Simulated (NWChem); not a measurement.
Molecule: Li₂; SMILES [Li][Li]

```xyz
2

Li     0.0000     0.0000    -1.3936
Li     0.0000     0.0000     1.3936
```
Atoms are numbered in this order, from 1.

All runs use the structure optimised with PBE0/def2-SVP.

Q: Give the principal values of the shielding tensors (ppm) of Li1 from PBE/pcSseg-1, GIAO (NWChem), with their diamagnetic and paramagnetic parts as GIAO splits them.

A: 
```csv
atom,σ11,σ22,σ33,isotropic,diamagnetic,paramagnetic
Li1,96.1,96.1,103.7,98.6,102.5,-3.8
```
